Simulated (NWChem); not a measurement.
Everything below was run with NWChem. System: C3H7, charge 0, spin multiplicity 2, at a geometry optimised with UB3LYP/def2-SVP. The structure started from a generated list of species. Its SCF solution wasn't tested for a lower state. Level: UB3LYP/def2-TZVP, VWN1-RPA local correlation.

Part of the output:

```
             Northwest Computational Chemistry Package (NWChem) 7.3.0
             --------------------------------------------------------

                                NWChem Input Module
                                -------------------

 Scaling coordinates for geometry "geometry" by  1.889725989
 (inverse scale =  0.529177249)

 Turning off AUTOSYM since
 SYMMETRY directive was detected!

                             Geometry "geometry" -> ""
                             -------------------------

 Output coordinates in angstroms (scale by  1.889725989 to convert to a.u.)

  No.       Tag          Charge          X              Y              Z
 ---- ---------------- ---------- -------------- -------------- --------------
    1 C                    6.0000    -0.08733700    -0.17630700    -1.30066300
    2 C                    6.0000     0.19753300     0.49460400     0.00000000
    3 C                    6.0000    -0.08733700    -0.17630700     1.30066300
    4 H                    1.0000    -0.04620200     0.52598200    -2.14844600
    5 H                    1.0000    -1.08227300    -0.65854200    -1.30326600
    6 H                    1.0000     0.64231800    -0.98612700    -1.52309400
    7 H                    1.0000     0.83515700     1.38543900     0.00000000
    8 H                    1.0000    -0.04620200     0.52598200     2.14844600
    9 H                    1.0000     0.64231800    -0.98612700     1.52309400
   10 H                    1.0000    -1.08227300    -0.65854200     1.30326600

 Effective nuclear repulsion energy (a.u.)      75.0760977859

            Nuclear Dipole moment (a.u.)
            ----------------------------
        X                 Y               Z
 ---------------- ---------------- ----------------
    -0.0000056692     0.0000094486     0.0000000000

      Symmetry information
      --------------------

 Group name             Cs
 Group number              2
 Group order               2
 No. of unique centers     6

      Symmetry unique atoms

     1    2    4    5    6    7


 Summary of "ao basis" -> "" (spherical)
 ------------------------------------------------------------------------------
       Tag                 Description            Shells   Functions and Types
 ---------------- ------------------------------  ------  ---------------------
 *                         def2-tzvp                  on all atoms

                                 NWChem DFT Module
                                 -----------------

 Summary of "ao basis" -> "ao basis" (spherical)
 ------------------------------------------------------------------------------
       Tag                 Description            Shells   Functions and Types
 ---------------- ------------------------------  ------  ---------------------
 C                         def2-tzvp                11       31   5s3p2d1f
 H                         def2-tzvp                 4        6   3s1p

 Summary of "ao basis" -> "ao basis" (spherical)
 ------------------------------------------------------------------------------
       Tag                 Description            Shells   Functions and Types
 ---------------- ------------------------------  ------  ---------------------
 C                         def2-tzvp                11       31   5s3p2d1f
 H                         def2-tzvp                 4        6   3s1p

      Symmetry analysis of basis
      --------------------------

        a'         75
        a"         60

            General Information
            -------------------
          SCF calculation type: DFT
          Wavefunction type:  spin polarized.
          No. of atoms     :    10
          No. of electrons :    25
           Alpha electrons :    13
            Beta electrons :    12
          Charge           :     0
          Spin multiplicity:     2
          Use of symmetry is: on ; symmetry adaption is: on
          Maximum number of iterations: 100
          AO basis - number of functions:   135
                     number of shells:    61
          Convergence on energy requested:  1.00D-06
          Convergence on density requested:  1.00D-05
          Convergence on gradient requested:  5.00D-04
[...]
  ----- ------------  ---------------      ----- ------------  ---------------
     8      0.247154   1 C  pz               70      0.247154   3 C  pz
    39     -0.228722   2 C  pz               11      0.177138   1 C  pz
    73      0.177138   3 C  pz               95     -0.166809   4 H  s
   119      0.166809   8 H  s                42     -0.161106   2 C  pz
    94     -0.112083   4 H  s               118      0.112083   8 H  s

 Vector   12  Occ=1.000000D+00  E=-3.450999D-01  Symmetry=a'
              MO Center=  2.3D-02,  2.5D-01, -2.7D-14, r^2= 2.9D+00
   Bfn.  Coefficient  Atom+Function         Bfn.  Coefficient  Atom+Function
  ----- ------------  ---------------      ----- ------------  ---------------
   113      0.214897   7 H  s                38      0.201719   2 C  py
     7     -0.167241   1 C  py               69     -0.167241   3 C  py
   112      0.141334   7 H  s                41      0.133342   2 C  py
   101      0.128483   5 H  s               131      0.128483  10 H  s
    37      0.123659   2 C  px              114      0.120058   7 H  s

 Vector   13  Occ=0.000000D+00  E=-4.607409D-02  Symmetry=a'
              MO Center=  1.2D-01,  3.3D-01,  1.9D-14, r^2= 2.5D+00
   Bfn.  Coefficient  Atom+Function         Bfn.  Coefficient  Atom+Function
  ----- ------------  ---------------      ----- ------------  ---------------
    43      0.388741   2 C  px               44     -0.364127   2 C  py
   108     -0.348629   6 H  s               126     -0.348629   9 H  s
    37      0.309286   2 C  px               40      0.244034   2 C  px
   102      0.207626   5 H  s               132      0.207626  10 H  s
    38     -0.192563   2 C  py               41     -0.151889   2 C  py

 Vector   14  Occ=0.000000D+00  E= 4.101342D-02  Symmetry=a'
              MO Center= -8.0D-02, -3.8D-01,  3.5D-13, r^2= 8.1D+00
   Bfn.  Coefficient  Atom+Function         Bfn.  Coefficient  Atom+Function
  ----- ------------  ---------------      ----- ------------  ---------------
     5      3.623027   1 C  s                67      3.623027   3 C  s
    36     -1.359942   2 C  s               108     -1.312014   6 H  s
   126     -1.312014   9 H  s                96     -1.288048   4 H  s
   120     -1.288048   8 H  s               102     -1.248958   5 H  s
   132     -1.248958  10 H  s                44      0.525045   2 C  py

 Vector   15  Occ=0.000000D+00  E= 7.315372D-02  Symmetry=a"
              MO Center= -4.4D-02, -2.5D-01, -3.1D-13, r^2= 9.4D+00
   Bfn.  Coefficient  Atom+Function         Bfn.  Coefficient  Atom+Function
  ----- ------------  ---------------      ----- ------------  ---------------
     5      4.882244   1 C  s                67     -4.882244   3 C  s
    45      1.555517   2 C  pz              108     -1.464285   6 H  s
   126      1.464285   9 H  s                96     -1.392026   4 H  s
   120      1.392026   8 H  s               102     -1.375972   5 H  s
   132      1.375972  10 H  s                14      0.302797   1 C  pz

   alpha - beta orbital overlaps
   -----------------------------

   alpha      1      2      3      4      5      6      7      8      9     10
    beta      3      2      1      4      5      6      7      8      9     10
 overlap   0.998  1.000  0.998  0.997  1.000  0.996  0.996  0.990  0.995  0.997

   alpha     11     12     13     14     15     16     17     18     19     20
    beta     11     12     13     14     15     16     17     18     19     20
 overlap   0.998  0.999  0.981  1.000  1.000  0.996  0.993  0.993  0.990  0.990

   alpha     21     22     23     24     25     26     27     28     29     30
    beta     21     22     23     24     25     26     27     29     28     30
 overlap   0.998  0.993  1.000  1.000  0.959  0.999  0.934  0.990  1.000  0.951

   alpha     31     32     33     34     35     36     37     38     39     40
    beta     31     32     33     35     34     36     37     38     39     40
 overlap   0.976  0.927  0.962  0.938  0.961  0.998  0.989  0.998  0.999  0.999

   alpha     41     42     43     44     45     46     47     48     49     50
    beta     41     42     43     44     45     46     47     48     49     50
 overlap   0.999  0.997  0.998  0.796  0.796  1.000  0.996  0.996  0.997  0.996

   alpha     51     52     53     54     55     56     57     58     59     60
    beta     51     52     54     53     55     56     57     58     59     60
 overlap   1.000  0.995  0.994  0.999  0.998  0.997  0.966  0.911  0.965  0.999

   alpha     61     62     63     64     65     66     67     68     69     70
    beta     61     62     63     65     64     66     67     68     69     70
 overlap   0.999  0.978  0.998  0.955  0.998  0.991  1.000  0.999  0.999  0.996

   alpha     71     72     73     74     75     76     77     78     79     80
    beta     71     72     73     74     75     76     77     78     79     80
 overlap   0.999  0.996  0.997  0.998  0.995  0.999  0.994  0.999  0.997  1.000

   alpha     81     82     83     84     85     86     87     88     89     90
    beta     81     82     83     84     85     86     87     88     89     90
 overlap   0.999  0.998  0.999  0.999  0.999  0.997  0.999  0.998  1.000  0.999

   alpha     91     92     93     94     95     96     97     98     99    100
    beta     91     92     93     94     95     96     97     98     99    100
 overlap   0.993  0.989  0.998  0.986  0.998  0.992  0.985  0.973  0.969  0.974

   alpha    101    102    103    104    105    106    107    108    109    110
    beta    101    102    103    104    105    106    107    108    109    110
 overlap   0.981  0.999  0.980  0.997  0.992  0.998  0.968  0.956  0.999  0.982

   alpha    111    112    113    114    115    116    117    118    119    120
    beta    111    112    113    114    115    116    117    118    119    120
 overlap   0.999  0.995  0.996  0.998  0.961  0.960  0.998  0.999  0.996  0.995

   alpha    121    122    123    124    125    126    127    128    129    130
    beta    121    122    123    125    124    126    127    128    129    130
 overlap   0.997  0.998  0.998  0.959  1.000  0.959  0.999  1.000  1.000  0.999

   alpha    131    132    133    134    135
    beta    131    132    133    134    135
 overlap   0.999  1.000  0.999  1.000  0.999

     --------------------------
     Expectation value of S2:
     --------------------------
      <S2> =      0.7542 (Exact =     0.7500)

 center of mass
 --------------
 x =   0.00597262 y =   0.03710030 z =   0.00000000

 moments of inertia (a.u.)
 ------------------
         239.247604385746         -10.057160433413           0.000000000000
         -10.057160433413         223.389567457780           0.000000000000
           0.000000000000           0.000000000000          48.359560605874

     Multipole analysis of the density
     ---------------------------------

     L   x y z        total         alpha         beta         nuclear
     -   - - -        -----         -----         ----         -------
     0   0 0 0     -0.000000    -13.000000    -12.000000     25.000000

     1   1 0 0      0.046672     -0.101581      0.148258     -0.000006
     1   0 1 0     -0.071516     -0.375156      0.303630      0.000009
     1   0 0 1      0.000000     -0.000000      0.000000      0.000000

     2   2 0 0    -15.980620    -16.527594    -14.434282     14.981257
     2   1 1 0      0.432558     -3.116209     -3.729303      7.278071
     2   1 0 1     -0.000000     -0.000000      0.000000      0.000000
     2   0 2 0    -15.895315    -22.062560    -19.279488     25.446733
     2   0 1 1     -0.000000     -0.000000     -0.000000      0.000000
     2   0 0 2    -15.619516    -75.995175    -73.785537    134.161196

 Task  times  cpu:       13.3s     wall:       13.3s

 Total times  cpu:       13.3s     wall:       13.3s
```

Problem. Write an NWChem input that would produce this output.

Solution. Several could match; the one computed here: 
```
start mol
memory heap 200 mb stack 900 mb global 1100 mb
geometry units angstroms nocenter noautoz
  C     -0.087337    -0.176307    -1.300663
  C      0.197533     0.494604     0.000000
  C     -0.087337    -0.176307     1.300663
  H     -0.046202     0.525982    -2.148446
  H     -1.082273    -0.658542    -1.303266
  H      0.642318    -0.986127    -1.523094
  H      0.835157     1.385439     0.000000
  H     -0.046202     0.525982     2.148446
  H      0.642318    -0.986127     1.523094
  H     -1.082273    -0.658542     1.303266
  symmetry group Cs
end
basis spherical
  * library def2-tzvp
end
dft
  xc b3lyp
  odft
  mult 2
  semidirect memsize 60000000 filesize 0
  iterations 100
end
task dft energy
```
